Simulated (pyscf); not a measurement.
Thermochemistry of product channels of `[PH2][GaH2]` on the singlet surface, in kJ/mol, from ωB97M-D3(BJ)/def2-TZVP energies (ideal gas, 1 atm, RRHO with modes under 100 cm⁻¹ raised to 100, one conformer, R ln 2 for rigid chiral ones). PySCF, gas phase, ωB97X-D3(BJ)/def2-SVP geometries.

```tsv
products	ΔE	ΔH(298 K)	ΔG(900 K)	ΔG(1200 K)
`[PH2][Ga]` [singlet] + `[H][H]`	+63.3	+57.1	-50.1	(withheld)
`[PH3]` + `[GaH]` [singlet]	+104.0	+100.6	-4.9	-37.3
`[PH]=[GaH]` + `[H][H]`	(withheld)	+126.5	+23.9	-10.2
```

### Question
What belongs in the gaps?

### Answer

- `[PH2][Ga]` [singlet] + `[H][H]`, ΔG(1200 K): -85.3
- `[PH]=[GaH]` + `[H][H]`, ΔE: +136.9

The channel to H₂P–Ga [singlet] + H₂ turns favourable between 298 and 1200 K (ΔG from +22.1 kJ/mol to -85.3 kJ/mol). The channel to PH₃ + GaH [singlet] turns favourable between 298 and 1200 K (ΔG from +64.4 kJ/mol to -37.3 kJ/mol). The channel to HP=GaH + H₂ turns favourable between 298 and 1200 K (ΔG from +93.3 kJ/mol to -10.2 kJ/mol).

These are energies of the channels, which say nothing of barriers. Elements up to Kr have no core potential and no relativistic terms here.
